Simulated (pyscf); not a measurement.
# Routes from H₂N–SiH₂–F (SMILES N[SiH2]F) + SiH₄ (SMILES [SiH4])

Candidate steps break at most two bonds and form at most two. Each was searched with GFN2-xTB (tblite) first. Single points on ωB97X-D3(BJ)/def2-SVP structures (PySCF, gas phase). Energies: ωB97M-D3(BJ)/def2-TZVP, kcal/mol, from the separated reactants, singlet surface; ΔG‡ with ideal gas, 1 atm, RRHO with modes under 100 cm⁻¹ raised to 100, one conformer, R ln 2 for chiral ones without a mode under 150 cm⁻¹.

```
products                             type   ΔE‡    ΔE  ΔG‡ 298 K  ΔG‡ 900 K  ν‡ (cm⁻¹)
-------------------  --------------------  ----  ----  ---------  ---------  ---------
H₂N–SiH₃ + F–SiH₃    four-centre exchange  26.4  +8.1       38.8       61.6       354i
F–SiH₂–NH–SiH₃ + H₂  four-centre exchange  47.4  -6.8       55.7       76.2      1425i
```

Row 1: On the product side the descent ends in a complex (not fully relaxed), 4.0 kcal/mol under the separated species and 19.8 kcal/mol under the saddle at ωB97X-D3(BJ)/def2-TZVP. 

Plain bond fissions and candidates not yet searched are not listed, and one of them may be faster. Each barrier is that of the saddle found; lower ones may exist.
